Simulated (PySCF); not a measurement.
Gas-phase reaction: i-Si₄H₁₀ + H₂ → 4 SiH₃

Energies from PySCF, thermal terms from the rigid-rotor harmonic-oscillator model, ideal gas at 1 bar. † marks an energy on the PBE0/def2-TZVP geometry and frequencies; other levels use their own. MP2 freezes the core. 6-31G* has spherical d functions here. Open shells (unrestricted): SiH₃ (multiplicity 2); the rest are closed-shell singlets. MP2 isn't extrapolated to the basis-set limit; its ΔH°(298 K) is 585.1 kJ in def2-SVP and 625.8 kJ in def2-TZVPP. The harmonic model lacks anharmonicity and excited electronic states, which grow with temperature; levels with a mode under 35 cm⁻¹ are left out. Internal rotation in i-Si₄H₁₀ is treated as a harmonic vibration of one conformer, which makes the entropy rough.

```csv
level,"ΔE electronic, kJ","ΔH°(298 K), kJ","ΔS°(298 K), J/K","ΔG°(1800 K), kJ"
BLYP/def2-TZVP†,584,564,329,33
HF/6-31G*,449,428,332,-110
M06-2X/def2-TZVP†,626,606,329,75
MP2/def2-SVP†,605,585,329,54
PBE/def2-SVP,633,613,329,82
PBE/def2-TZVP†,635,615,329,84
PBE0/def2-TZVP,633,613,329,82
LDA/def2-TZVP†,728,708,329,177
```
ΔH° is lowest at HF/6-31G* and highest at LDA/def2-TZVP†. No reference value is set beside these.
